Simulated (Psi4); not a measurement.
# A workflow on Cl2HSi (SMILES Cl[SiH]Cl)

We compute a geometry optimisation (doublet Cl2HSi, UBLYP/cc-pVDZ), then a single-point energy (singlet Cl2HSi+, BLYP/cc-pVDZ), then a geometry optimisation (singlet Cl2HSi+, BLYP/cc-pVDZ), then a single-point energy (doublet Cl2HSi, UBLYP/cc-pVDZ) of Cl2HSi and its partners. 

Program for the calculation: Psi4 1.11.

### Step 1. The structure to begin with

The species is Cl2HSi (4 atoms), typed as a doublet with charge 0. SMILES: `Cl[SiH]Cl`. The start is not the relaxed shape. The run starts from this shape.

Bond lengths: Cl1–Si2 1.966 Å, Si2–Cl3 2.151 Å, Si2–H4 1.472 Å. Angles: Cl1–Si2–Cl3 110.1°, Cl1–Si2–H4 109.9°, Cl3–Si2–H4 110.8°.

### Step 2. A structure relaxation at UBLYP/cc-pVDZ (density fitting) (run 1)

File cl2hsi.inp:

```
memory 1600 mb

molecule {
  0 2
  Cl
  Si 1 r2
  Cl 2 r3 1 a3
  H 2 r4 1 a4 3 d4

  r2 = 1.965837
  r3 = 2.150671
  a3 = 110.14287
  r4 = 1.47171
  a4 = 109.90912
  d4 = 122.36413
  units angstrom
}

set globals {
  basis cc-pVDZ
  reference uks
}

optimize('blyp')
print_variables()
```

Command:

```
$ psi4 -i cl2hsi.inp -o cl2hsi.out -n 1
```

cl2hsi.out:

```text
Psi4 1.11 release

gradient() will perform analytic gradient computation.

   => Loading Basis Set <=

    Name: CC-PVDZ
    Role: ORBITAL
    Keyword: BASIS

         ---------------------------------------------------------
                                   SCF
                              UKS Reference
                        1 Threads,   1525 MiB Core
         ---------------------------------------------------------

  ==> Geometry <==

    Molecular point group: c1
    Full point group: C1

[... 373 lines left out ...]
	Measures of convergence in internal coordinates in au.
[... 422 lines left out ...]
   @Spin Contamination Metric:   1.456964033E-03
[... 410 lines left out ...]
	Measures of convergence in internal coordinates in au.
[... 391 lines left out ...]
   @S   Observed:                5.000000000E-01
[... 487 lines left out ...]
  "SCF TOTAL ENERGY"            =>   -1210.530617721773
[... 5 lines left out ...]
  Array Variable Map:
  ----------------------------------------------------------------------------
  "CURRENT DIPOLE"              =>       0.053451382449 ... 0.288560266276 1 by 3
  "CURRENT GRADIENT"            =>       0.000158118106 ... 0.000046598724 4 by 3
  "DFT TOTAL GRADIENT"          =>       0.000158118106 ... 0.000046598724 4 by 3
  "SCF DIPOLE"                  =>       0.053451382449 ... 0.288560266276 1 by 3
  "SCF TOTAL ENERGIES"          =>   -1210.530406376004 ... -1210.530617721773 1 by 8
  "SCF TOTAL GRADIENT"          =>       0.000158118106 ... 0.000046598724 4 by 3

    Psi4 run time: 0:00:25.33

[set-up sections that repeat, and orbital energies of the middle runs, are left out above]
```

Standard output:

```text
Optimizer: Optimization complete!
```

Wall time 27 s (1 thread of AMD EPYC 9R45 (Zen 5), shared host); peak memory 0.43 GiB.

The path in brief:

```csv
step,energy from the first frame kept (eV),largest force (eV/Å)
0,0.0000,3.0914
1,-0.1977,1.3203
2,-0.2426,0.3713
3,-0.2461,0.1206
4,-0.2465,0.0409
5,-0.2466,0.0142
6,-0.2466,0.0085
```

After the run. Bond lengths: Cl1–Si2 2.119 Å, Si2–Cl3 2.120 Å, Si2–H4 1.517 Å. Angles: Cl1–Si2–Cl3 110.2°, Cl1–Si2–H4 107.0°, Cl3–Si2–H4 107.0°.

### Step 3. The singlet cation: the energy at BLYP/cc-pVDZ (density fitting) (run 2)

File input.dat:

```
memory 1600 MB

molecule m {
  1 1
  Cl    -3.14292446     0.36274238     1.63928261
  Si     0.49339993    -0.71413317     0.35113001
  Cl     0.65849397    -0.51825928    -3.64620199
  H      2.34870659     1.22337846     1.36200499
  units bohr
  symmetry c1
}

set basis cc-pVDZ

energy_value = energy('blyp')
print_variables()
```

Command:

```
$ psi4 input.dat output.dat -n 1
```

output.dat:

```text
Psi4 1.11 release

   => Loading Basis Set <=

    Name: CC-PVDZ
    Role: ORBITAL
    Keyword: BASIS

         ---------------------------------------------------------
                                   SCF
                              RKS Reference
                        1 Threads,   1525 MiB Core
         ---------------------------------------------------------

  ==> Geometry <==

    Molecular point group: c1
    Full point group: C1

    Geometry (in Bohr), charge = 1, multiplicity = 1:

[... 85 lines left out ...]
    Weights Tolerance      =       1.00E-15
[... 61 lines left out ...]
   @DF-RKS iter   5: -1210.20751510036484   -6.99190e-04   1.63193e-04 ADIIS/DIIS
[... 31 lines left out ...]
    Final Occupation by Irrep:
[... 14 lines left out ...]
    VV10 Nonlocal Energy =                  0.0000000000000000
[... 42 lines left out ...]
  "SCF TOTAL ENERGY"            =>   -1210.207598887078
[... 5 lines left out ...]
  Array Variable Map:
  ----------------------------------------------------------------------------
  "CURRENT DIPOLE"              =>       1.032740642241 ... 0.804233232843 1 by 3
  "SCF DIPOLE"                  =>       1.032740642241 ... 0.804233232843 1 by 3
  "SCF TOTAL ENERGIES"          =>   -1210.358544800416 ... -1210.207598887078 1 by 11

    Psi4 run time: 0:00:02.29
```

Wall time 3.3 s (1 thread of AMD EPYC 9R45 (Zen 5), shared host); peak memory 0.37 GiB.

### Step 4. The singlet cation: a structure relaxation at BLYP/cc-pVDZ (density fitting) (run 3)

File job.dat:

```
memory 1.6 GB

molecule system {
  1 1
  Cl    -3.14292446     0.36274238     1.63928261
  Si     0.49339993    -0.71413317     0.35113001
  Cl     0.65849397    -0.51825928    -3.64620199
  H      2.34870659     1.22337846     1.36200499
  units bohr
  symmetry c1
}

set {
  reference rks
}

result, w = optimize("blyp/cc-pVDZ", return_wfn=True)
```

Command:

```
$ psi4 -i job.dat -o job.out -n 1
```

job.out:

```text
Psi4 1.11 release

gradient() will perform analytic gradient computation.

   => Loading Basis Set <=

    Name: CC-PVDZ
    Role: ORBITAL
    Keyword: BASIS

         ---------------------------------------------------------
                                   SCF
                              RKS Reference
                        1 Threads,   1525 MiB Core
         ---------------------------------------------------------

  ==> Geometry <==

    Molecular point group: c1
    Full point group: C1

[... 198 lines left out ...]
    VV10 Nonlocal Energy =                  0.0000000000000000
[... 522 lines left out ...]
   @DF-RKS iter   3: -1210.23885515494658   -2.09027e-03   2.89665e-04 ADIIS/DIIS
[... 265 lines left out ...]
    Total Energy =                      -1210.2439417268651596
[... 443 lines left out ...]
   @DF-RKS iter   6: -1210.24530431231665   -3.13548e-10   2.88210e-08 DIIS
[... 390 lines left out ...]
	  Convergence Criteria     1.00e-06 *    3.00e-04 *             o    1.20e-03 *             o
[... 7 lines left out ...]
	   Cl  -1.2526587863   0.1497129752   1.2362172480
	   Si   0.5529746650   0.1876598449   0.3664125486
	   Cl   0.7601818684  -0.3168310678  -1.5625419386
	    H   1.7472164241   0.5930146011   1.1577308120

    Final optimized geometry and variables:
    Molecular point group: c1
    Full point group: C1

    Geometry (in Bohr), charge = 1, multiplicity = 1:

    CL          -2.367243609135     0.282700029362     2.335229481943
    SI           1.045449194212     0.354664052060     0.692753494003
    CL           1.435656926004    -0.598753393856    -2.952531204730
    H            3.302222185725     1.120842782772     2.188097462958

    Psi4 run time: 0:00:17.62

[set-up sections that repeat, and orbital energies of the middle runs, are left out above]
```

On the terminal:

```text
Optimizer: Optimization complete!
```

It took 19 s on 1 thread of AMD EPYC 9R45 (Zen 5), shared host; peak memory 0.43 GiB.

Steps, from the record of the run:

```csv
step,energy from the first frame kept (eV),largest force (eV/Å)
0,0.0000,3.4141
1,-0.4544,2.4463
2,-0.8559,1.0792
3,-0.9889,0.5275
4,-1.0249,0.0878
5,-1.0260,0.0108
6,-1.0261,0.0054
```

After the run. Bond lengths: Cl1–Si2 2.005 Å, Si2–Cl3 2.005 Å, Si2–H4 1.489 Å. Angles: Cl1–Si2–Cl3 120.3°, Cl1–Si2–H4 119.8°, Cl3–Si2–H4 119.8°.

### Step 5. A single-point energy at UBLYP/cc-pVDZ (density fitting) (run 4)

File input.in:

```
memory 1.6 GB

molecule {
  0 2
  Cl    -3.08201292     0.03821971     1.73896944
  Si     0.33067940     0.11018426     0.09649320
  Cl     0.72088705    -0.84323359    -3.54879039
  H      2.58745269     0.87636238     1.59183726
  units au
}

set {
  basis     cc-pVDZ
  reference uks
}

E, wfn = energy('blyp', return_wfn=True)
```

Command:

```
$ psi4 input.in input.out -n 1
```

input.out:

```text
Psi4 1.11 release

   => Loading Basis Set <=

    Name: CC-PVDZ
    Role: ORBITAL
    Keyword: BASIS

         ---------------------------------------------------------
                                   SCF
                              UKS Reference
                        1 Threads,   1525 MiB Core
         ---------------------------------------------------------

  ==> Geometry <==

    Molecular point group: c1
    Full point group: C1

    Geometry (in Bohr), charge = 0, multiplicity = 2:

[... 142 lines left out ...]
   @DF-UKS iter SAD: -1210.52685063322610   -1.21053e+03   0.00000e+00
[... 5 lines left out ...]
   @DF-UKS iter   6: -1210.49291910257989   -6.59384e-06   1.63379e-05 DIIS
[... 13 lines left out ...]
   @S^2 Expected:                7.500000000E-01
[... 52 lines left out ...]
    Nuclear Repulsion Energy =            180.5348760848231109
[... 5 lines left out ...]
    Total Energy =                      -1210.4929199093085117
[... 22 lines left out ...]
 L = 1.  Multiply by 2.5417464519 to convert [e a0] to [Debye]
 Dipole X            :         -1.9031006            2.1015373            0.1984367
 Dipole Y            :         -0.6457159            0.7132323            0.0675164
 Dipole Z            :         -1.2610644            1.3925167            0.1314522
 Magnitude           :                                                    0.2474172

 ------------------------------------------------------------------------------------

	total time  =          3 seconds =       0.05 minutes

    Psi4 run time: 0:00:02.98
```

Wall time 4.2 s (1 thread of AMD EPYC 9R45 (Zen 5), shared host); peak memory 0.37 GiB.

### Step 6. Summary of results

| quantity | value |
| --- | --- |
| run 1, UBLYP/cc-pVDZ: total energy at the end | -1210.53062 Eh |
| run 1, UBLYP/cc-pVDZ: dipole moment | 1.29 D |
| run 1, UBLYP/cc-pVDZ: HOMO energy (highest over α and β) | -5.57 eV |
| run 1, UBLYP/cc-pVDZ: LUMO energy (lowest over α and β) | -4.29 eV |
| run 1, UBLYP/cc-pVDZ: ⟨S²⟩ | 0.751 |
| singlet cation, run 2: total energy | -1210.20760 Eh |
| singlet cation, run 2: HOMO energy | -13.77 eV |
| singlet cation, run 2: LUMO energy | -11.89 eV |
| singlet cation, run 2: HOMO–LUMO gap | 1.88 eV |
| singlet cation, run 3: total energy at the end | -1210.24531 Eh |
| singlet cation, run 3: HOMO energy | -14.19 eV |
| singlet cation, run 3: LUMO energy | -9.79 eV |
| singlet cation, run 3: HOMO–LUMO gap | 4.39 eV |
| run 4, UBLYP/cc-pVDZ: total energy | -1210.49292 Eh |
| run 4, UBLYP/cc-pVDZ: dipole moment | 0.63 D |
| run 4, UBLYP/cc-pVDZ: HOMO energy (highest over α and β) | -3.60 eV |
| run 4, UBLYP/cc-pVDZ: LUMO energy (lowest over α and β) | -2.37 eV |
| run 4, UBLYP/cc-pVDZ: ⟨S²⟩ | 0.753 |
| adiabatic ionisation energy (to the singlet cation, no zero-point term) | 7.764 eV |

What this shows: The adiabatic ionisation energy (to the singlet cation, no zero-point term) is 7.76 eV (179 kcal/mol). The optimisation (run 1, UBLYP/cc-pVDZ) took 7 steps and changed the energy by -0.247 eV. The optimisation (singlet cation, run 3) took 7 steps and changed the energy by -1.026 eV.
